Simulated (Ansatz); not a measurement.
Two isomers of CH6AlB: A = `B[CH2][AlH2]`, B = `C[BH][AlH2]`.

Program: Ansatz. Geometries: PBE0-D4/def2-TZVP. ΔE: electronic, gas phase. CCSD(T)/CBS is the MP2 limit (def2-TZVPP, def2-QZVPP) plus CCSD(T) − MP2 in def2-TZVPP, frozen cores. DFT in def2-TZVPP. B3LYP here is the variant with VWN-RPA as its local correlation; programs differ in this.

A:

Z-matrix (Å, degrees):
```
C
Al 1 1.984
B 1 1.509 2 103.5
H 1 1.094 2 101.7 3 -121.6
H 1 1.095 2 101.7 3 121.5
H 2 1.584 1 119.3 3 92.3
H 2 1.584 1 119.3 3 -91.9
H 3 1.200 1 120.7 2 87.2
H 3 1.200 1 120.7 2 -87.3
```

B:

Z-matrix (Å, degrees):
```
C
B 1 1.558
H 1 1.094 2 114.3
H 1 1.091 2 117.4 3 130.8
H 1 1.106 2 102.6 3 -113.0
Al 2 2.128 1 127.0 3 -149.9
H 2 1.207 1 115.2 3 34.1
H 6 1.597 2 121.8 1 -85.9
H 6 1.596 2 121.4 1 95.4
```

(1) Which is lower in electronic energy at CCSD(T)/CBS, and by how much? (An estimate is asked.)

(2) Give E(B) − E(A) in kJ/mol with B3LYP, BLYP-D4, LDA (SPW92), PBE0-D4, HF/def2-TZVPP, B2PLYP, r2SCAN-D4. (An estimate is asked.)

(3) Does the order hold for the free energy at 298.15 K (harmonic terms from PBE0-D4)? (Best estimate.)

Largest T1 diagnostic: 0.012.

Answers

(1) The calculation gave: A, by 70.7 kJ/mol.

(2) Computed: B3LYP 66.4, BLYP-D4 67.7, LDA (SPW92) 68.1, PBE0-D4 65.1, HF/def2-TZVPP 61.8, B2PLYP 71.2, r2SCAN-D4 70.9. None reverses the order clearly.

(3) Computed: Yes: G(B) − G(A) = +72.7 kJ/mol. Modes under 60 cm⁻¹, often nearly free rotors, make the harmonic entropy too high.

In def2-TZVPP, CCSD(T) changes the Hartree–Fock value by +8.4 kJ/mol (the triples alone add +2.4 kJ/mol) and MP2 by +17.9 kJ/mol. Leaving LDA and LC-ωPBE aside and taking each functional with its dispersion term where it has one, the values, not all of them listed here, spread over 9.8 kJ/mol, from revPBE-D4 to ωB97M-V. LDA lies +5.1 kJ/mol from PBE without D4.
